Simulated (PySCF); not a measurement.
Molecule: `[BH3-]C#[O+]`, CH$_{3}$BO.

Geometry:
```
atom   x (Å)   y (Å)   z (Å)
  B1  -0.540   0.006  -0.018
  C2   0.978  -0.007   0.009
  O3   2.109  -0.019   0.032
  H4  -0.840  -0.902  -0.776
  H5  -0.866  -0.191   1.142
  H6  -0.834   1.116  -0.433
```

Spin–spin couplings on one PBE0-D3(BJ)/def2-SVP geometry, PySCF 2.14, gas phase, non-relativistic, equivalent pairs averaged; isotopes ¹¹B, ¹H, ¹³C, ¹⁷O; functional B3LYP.

Question: How do the couplings (Hz) change with the basis set? Times are CPU seconds on shared hosts with different chips, so compare them loosely. Far from the basis limit: pcJ-0, 6-31G*, def2-TZVP, cc-pVTZ.

Answer: 
```tsv
basis set	functions	¹J(B1,H4)	¹J(C2,O3)	¹J(B1,C2)	²J(H4,H5)	²J(C2,H4)	²J(B1,O3)	core-s
pcJ-0	48	106.8	36.8	31.8	-25.6	-6.3	3.0	1.3
6-31G*	48	127.7	-7.1	53.7	-23.1	-1.7	2.5	2.5
pcJ-1	111	115.8	12.9	45.1	-25.0	-6.5	3.0	3.4
def2-TZVP	111	109.9	16.8	45.1	-20.8	-6.4	3.1	3
cc-pVTZ	132	107.8	-15.5	49.8	-20.7	-6.7	3.4	6.5
aug-cc-pVTZ-J	198	115.6	14.4	43.7	-25.5	-7.0	3.2	6.5
pcJ-2	225	114.3	13.7	43.1	-25.4	-6.9	3.0	7.9
```

The Fermi-contact term samples the wavefunction at the nucleus, which is why sets with added tight s functions (names with J) are made for couplings.
